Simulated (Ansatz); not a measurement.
Relaxation of AlH7OSi (10 atoms, charge 0, multiplicity 1), to a largest force component of 0.03 eV/Å in at most 50 steps.

Level of theory: Ansatz, RHF/cc-pVDZ.

```xyz
10
Properties=species:S:1:pos:R:3:forces:R:3
Al -0.049 -0.383 0.091 -0.02 -0.15 0.77
O -0.115 -0.666 1.820 0.01 -0.51 -0.66
H -0.906 -0.843 2.304 -0.02 0.00 0.01
H 1.381 -0.387 -0.572 -0.01 -0.01 0.01
H -1.392 -0.208 -0.728 0.00 -0.01 -0.01
Si 0.156 2.964 1.167 0.03 0.45 -0.02
H 0.851 3.483 2.371 0.00 0.02 0.00
H 0.914 3.320 -0.059 0.00 -0.01 -0.01
H -1.219 3.518 1.080 0.00 0.01 0.01
H 0.066 1.499 1.305 0.02 0.20 -0.10
```

Q: Where does it end, and by what steps?

A: The forces met the threshold. The force dipped under the threshold on the way, but the program's further checks kept it going. After 11 steps the energy has fallen by 0.253 eV; H3 moved furthest, 0.93 Å.

```json
{"step": "0", "energy less start (eV)": "0.0000", "largest force component (eV/Å)": "0.769", "accepted": "yes"}
{"step": "1", "energy less start (eV)": "-0.1136", "largest force component (eV/Å)": "0.663", "accepted": "yes"}
{"step": "2", "energy less start (eV)": "-0.1734", "largest force component (eV/Å)": "0.807", "accepted": "yes"}
{"step": "3", "energy less start (eV)": "-0.2080", "largest force component (eV/Å)": "1.010", "accepted": "yes"}
{"step": "4", "energy less start (eV)": "-0.2351", "largest force component (eV/Å)": "0.247", "accepted": "yes"}
{"step": "5", "energy less start (eV)": "-0.2448", "largest force component (eV/Å)": "0.074", "accepted": "yes"}
{"step": "6", "energy less start (eV)": "-0.2483", "largest force component (eV/Å)": "0.246", "accepted": "yes"}
{"step": "7", "energy less start (eV)": "-0.2511", "largest force component (eV/Å)": "0.183", "accepted": "yes"}
{"step": "8", "energy less start (eV)": "-0.2528", "largest force component (eV/Å)": "0.049", "accepted": "yes"}
{"step": "9", "energy less start (eV)": "-0.2528", "largest force component (eV/Å)": "0.082", "accepted": "no"}
{"step": "10", "energy less start (eV)": "-0.2534", "largest force component (eV/Å)": "0.018", "accepted": "yes"}
{"step": "11", "energy less start (eV)": "-0.2535", "largest force component (eV/Å)": "0.022", "accepted": "yes"}
```

```xyz
10
Properties=species:S:1:pos:R:3
Al -0.085 -0.764 0.206
O -0.222 -1.566 1.717
H -1.016 -1.760 2.187
H 1.374 -0.587 -0.362
H -1.390 -0.306 -0.563
Si 0.207 3.465 1.118
H 0.975 3.989 2.275
H 0.917 3.773 -0.148
H -1.151 4.065 1.098
H 0.076 1.987 1.252
```

Whether the end is a true minimum wasn't checked by a vibrational analysis.

Run time: 19 s on 1 thread of Arm Neoverse V2 (shared host), peak memory 0.15 GiB.
